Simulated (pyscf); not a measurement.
This saddle point was located with ωB97X-D3(BJ)/def2-SVP in PySCF.

```xyz
5

Cl     0.1437     0.5035    -0.8850
Sn    -1.4061    -0.6339     0.7905
Cl    -1.4071    -2.8976     0.2736
F     -3.1702    -0.0922     0.2338
H     -0.0423     0.4859     0.9232
```
Charge 0, spin multiplicity 1.

Surface: singlet, charge 0. Lowest wavenumbers (cm⁻¹): 1259i, 86, 129, 162, 332.

Problem. Name the species on either side of this saddle.

Solution. HCl + F–Sn:–Cl [singlet] ⇌ F–SnH(Cl)–Cl, an insertion read from left to right: Cl–H broken and Cl–Sn, H–Sn formed. At CCSD(T)/def2-TZVPP + ΔMP2(QZVPP) it lies +153.4 kJ/mol from the left side and +190.1 kJ/mol from the right (each side as separated species at their lowest minima found). On the reactant side the descent ends in a complex (not fully relaxed), 25.1 kJ/mol under the separated species and 174.8 kJ/mol under the saddle at ωB97X-D3(BJ)/def2-TZVP. This is the saddle that the search found; another between the same sides may lie lower. The CCSD(T) − MP2 part came from Ansatz, without density fitting, on the same reference. The frozen core leaves the outer d or s,p core shells of the metals and heavy elements correlated in the MP2 and CC values, and def2-TZVPP describes them poorly, which can shift differences by a few kcal/mol. Elements past Kr carry the def2 core potentials, without spin-orbit coupling.
